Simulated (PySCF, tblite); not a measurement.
Compound: C6H10.
Atom-mapped SMILES: `[CH2:1]=[CH:2]/[CH:3]=[CH:4]\[CH2:5][CH3:6]` (hydrogens: H7, H8 on C1; H9 on C2; H10 on C3; H11 on C4; H12, H13 on C5; H14, H15, H16 on C6)

Computed with GFN2-xTB (tblite), gas phase: Langevin dynamics at 400 K from the optimised GFN2-xTB geometry, time step 0.5 fs, friction 0.01 fs⁻¹, 2000 steps. Over the second half of the run the saved frames average 403 K.

Frame at 250 fs, instantaneous temperature 369 K:
```
atom  x, y, z in Å
C1      2.128    0.322   -0.587
C2      1.243   -0.436    0.080
C3      0.453    0.072    1.123
C4     -0.801   -0.135    1.567
C5     -1.870   -1.042    0.991
C6     -2.653   -0.291   -0.084
H7      2.408    1.333   -0.342
H8      2.590   -0.269   -1.472
H9      1.289   -1.506   -0.194
H10     0.970    0.925    1.593
H11    -1.246    0.508    2.328
H12    -2.584   -1.385    1.736
H13    -1.452   -1.883    0.554
H14    -3.191    0.440    0.431
H15    -1.950    0.172   -0.800
H16    -3.364   -0.941   -0.587
```

Frame at 425 fs, instantaneous temperature 308 K:
```
atom  x, y, z in Å
C1      1.742   -0.161    0.253
C2      0.490   -0.321    0.800
C3     -0.444    0.604    1.212
C4     -1.699    0.339    1.506
C5     -2.277   -1.065    1.714
C6     -2.792   -1.712    0.358
H7      2.394    0.645    0.008
H8      2.309   -1.022   -0.012
H9      0.295   -1.346    0.965
H10    -0.145    1.666    1.111
H11    -2.450    1.159    1.502
H12    -3.049   -0.985    2.521
H13    -1.526   -1.823    2.176
H14    -3.658   -1.196   -0.035
H15    -2.022   -1.636   -0.321
H16    -3.127   -2.741    0.384
```

Frame at 625 fs, instantaneous temperature 431 K:
```
atom  x, y, z in Å
C1      2.011   -0.074    0.959
C2      0.670   -0.246    1.214
C3     -0.323    0.534    0.486
C4     -1.629    0.235    0.454
C5     -2.440   -0.832    1.114
C6     -2.361   -2.234    0.423
H7      2.185    0.911    0.475
H8      2.815   -0.582    1.308
H9      0.510   -1.046    1.933
H10     0.273    1.280    0.001
H11    -2.244    0.906   -0.202
H12    -3.558   -0.542    1.292
H13    -2.035   -1.000    2.151
H14    -3.100   -2.362   -0.334
H15    -1.394   -2.306   -0.074
H16    -2.452   -3.047    1.095
```

Frame at 800 fs, instantaneous temperature 414 K:
```
atom  x, y, z in Å
C1      2.206   -0.013    1.741
C2      0.927   -0.136    1.800
C3      0.088    0.348    0.770
C4     -1.226    0.130    0.646
C5     -2.022   -0.647    1.627
C6     -2.300   -2.160    1.389
H7      2.700    0.457    0.857
H8      2.858   -0.572    2.409
H9      0.347   -0.357    2.714
H10     0.508    1.087   -0.009
H11    -1.647    0.598   -0.192
H12    -2.999   -0.173    1.663
H13    -1.568   -0.610    2.603
H14    -2.574   -2.348    0.343
H15    -1.456   -2.661    1.732
H16    -3.095   -2.443    1.995
```

Frame at 1000 fs, instantaneous temperature 434 K:
```
atom  x, y, z in Å
C1      1.938    0.884    2.358
C2      0.708    0.606    2.041
C3      0.250    0.332    0.658
C4     -1.000   -0.118    0.254
C5     -2.051   -0.446    1.291
C6     -2.834   -1.790    0.992
H7      2.753    0.824    1.769
H8      2.171    1.012    3.407
H9     -0.048    0.461    2.769
H10     1.006    0.502   -0.082
H11    -1.287   -0.256   -0.780
H12    -2.763    0.342    1.336
H13    -1.707   -0.622    2.334
H14    -3.485   -1.756    0.052
H15    -2.024   -2.521    0.890
H16    -3.478   -2.068    1.798
```

Q: What do single points at PBE0/pcSseg-1 (PySCF, gas phase) give on these frames?

A: 
| t (fs) | GFN2-xTB E above start (eV) | DFT E above lowest frame (eV) | HOMO (eV) | LUMO (eV) | dipole (D) |
| --- | --- | --- | --- | --- | --- |
| 250 | 0.72 | 0.09 | -6.52 | -0.79 | 0.44 |
| 425 | 0.88 | 0.22 | -6.43 | -1.02 | 0.54 |
| 625 | 0.92 | 0.32 | -6.45 | -0.92 | 0.55 |
| 800 | 0.77 | 0.16 | -6.51 | -0.64 | 0.54 |
| 1000 | 0.63 | 0.00 | -6.51 | -0.82 | 0.49 |

Both levels order the frames alike by energy; measured from each level's lowest frame they differ by 0.03 eV at most. The HOMO–LUMO gap runs from 5.41 to 5.87 eV. These are instantaneous structures, not minima.

Q: And the isotropic GIAO shieldings (ppm) from the same runs?

A: 
| atom | 250 fs | 425 fs | 625 fs | 800 fs | 1000 fs | mean | range |
| --- | --- | --- | --- | --- | --- | --- | --- |
| C1 | 52.5 | 61.0 | 50.3 | 66.4 | 71.5 | 60.3 | 21.2 |
| C2 | 42.1 | 49.8 | 32.4 | 54.2 | 48.2 | 45.3 | 21.8 |
| C3 | 53.7 | 55.7 | 47.9 | 37.6 | 39.5 | 46.9 | 18.1 |
| C4 | 42.8 | 43.3 | 49.9 | 44.7 | 37.4 | 43.6 | 12.5 |
| C5 | 162.8 | 154.3 | 156.7 | 165.0 | 159.2 | 159.6 | 10.7 |
| C6 | 170.8 | 174.0 | 171.2 | 174.4 | 165.3 | 171.1 | 9.1 |
| H7 | 25.5 | 26.1 | 25.8 | 25.7 | 27.5 | 26.1 | 2.0 |
| H8 | 24.9 | 26.7 | 26.2 | 26.4 | 26.7 | 26.2 | 1.8 |
| H9 | 24.3 | 25.0 | 24.1 | 24.3 | 24.9 | 24.5 | 0.9 |
| H10 | 25.1 | 25.0 | 24.8 | 24.5 | 25.4 | 25.0 | 0.9 |
| H11 | 25.5 | 25.3 | 25.4 | 26.1 | 25.2 | 25.5 | 0.9 |
| H12 | 30.1 | 29.0 | 27.9 | 29.8 | 30.2 | 29.4 | 2.3 |
| H13 | 30.7 | 27.7 | 28.2 | 29.3 | 28.5 | 28.9 | 3.0 |
| H14 | 31.6 | 30.9 | 30.9 | 30.6 | 29.3 | 30.7 | 2.3 |
| H15 | 30.6 | 32.2 | 30.8 | 31.5 | 30.3 | 31.1 | 1.9 |
| H16 | 30.7 | 30.8 | 31.1 | 32.0 | 30.8 | 31.1 | 1.3 |

What follows is the cost of the whole dynamics run. On one thread, Arm Neoverse V1 (shared host), this took 9.5 s wall.
